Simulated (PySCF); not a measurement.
# Dipole moment and polarisability of `C=[PH3]`

Species: CH5P.
Cartesian coordinates in Å at the PBE0-D3(BJ)/def2-SVP level; atoms count from 1:
```
atom  x, y, z in Å
C1     1.118   -0.016   -0.138
P2    -0.543   -0.043    0.037
H3     1.533    0.718   -0.834
H4     1.643   -0.970   -0.047
H5    -1.091    1.253    0.216
H6    -0.958   -0.779    1.176
H7    -1.569   -0.541   -0.875
```

Level: PBE0/def2-SVPD (PySCF), static field, nuclei fixed, core orbitals frozen in the response. The polarisability tensor in these axes (au):

```
x   56.57  2.06  1.64
y    2.06 37.70  0.65
z    1.64  0.65 38.43
```

Question: Give the principal values, the mean and the anisotropy Δα = √{½[(α1 − α2)² + (α2 − α3)² + (α1 − α3)²]}.

Answer: Principal values 37.26, 38.49 and 56.95 au; mean 44.23 au = 6.55 Å³ = 7.29 × 10⁻⁴⁰ C²·m²/J; Δα = 19.10 au (43 % of the mean).

Question: What is the dipole moment, and where does it point?

Answer: (-2.17, -0.15, -0.02) D, 2.17 D in size, pointing from the negative to the positive side. Measured along this direction, the outermost atoms are H4 and H3 at the negative end and H7 at the positive end.

Question: What are the principal values of the traceless quadrupole moment, Θ = ½Σq(3rr − r²1), about the centre of nuclear charge?

Answer: -4.51, 1.13, 3.39 D·Å. The values depend on the origin, since the dipole doesn't vanish. The electronic extent ⟨r²⟩ about the same centre is 151 bohr², a root-mean-square distance of 1.28 Å for the 26 electrons.

Question: Find the Langevin capture rate constant for NO+ (29.998 u) meeting this molecule (48.013 u), k = 2.342 × 10⁻⁹ cm³/s × √(α in Å³ / reduced mass in u).

Answer: The reduced mass is 18.46 u, so k = 1.40 × 10⁻⁹ cm³/s. The formula leaves out the permanent dipole, which adds to the capture rate.

Question: What depolarisation ratio follows for Rayleigh scattering of linearly polarised light, taking the static tensor?

Answer: ρ = 3Δα²/(45ᾱ² + 4Δα²) = 1094.7/(88053 + 1459.6) = 0.0122.

Question: Estimate the molar refractivity from the static electronic polarisability.

Answer: Lorentz–Lorenz: R = (4π/3)N_A α = 2.5225 cm³/(mol·Å³) × 6.55 Å³ = 16.5 cm³/mol, in the limit of long wavelengths.

Question: How large is μ²/3kT at 400 K beside α?

Answer: In Gaussian units μ²/3kT = 28.47 Å³ against 6.55 Å³, a ratio of 4.34; the Debye molar polarisation (4π/3)N_A(α + μ²/3kT) is 88.4 cm³/mol, leaving out the vibrational part.

Isolated species at its PBE0-D3(BJ)/def2-SVP geometry, gas phase.

The run behind these numbers computed excited states and ΔSCF ions as well. On one thread, Arm Neoverse N1 (aarch64), shared host with 64 logical CPUs at a one-minute load of 33, this took 8.2 s and 0.39 GiB of memory at its peak.
